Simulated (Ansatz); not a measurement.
Two shapes of singlet O₃.

Shape 1:

```xyz
3

O     0.0000    0.0000   -0.4204
O     0.0000    1.0607    0.2102
O     0.0000   -1.0607    0.2102
```

Shape 2:

```xyz
3

O    -0.0376    0.0040   -0.4530
O    -0.0167    1.0707    0.1641
O     0.0037   -1.1105    0.2070
```

Basis set: def2-TZVP (spherical functions). Frozen core: 3 orbitals. Charge 0, multiplicity 1.

Computed with Ansatz (development build ahead of 0.2.0); each method stands on the lowest determinant of its kind that the runs found.

Q: Which shape is lower in energy, and by how much in each method?

A:

```csv
method,E(2) − E(1) (eV)
RHF,0.259
RHF-MP2,0.010
```

Shape 1 is lower. Caution: in another basis set an unrestricted determinant lies well below.
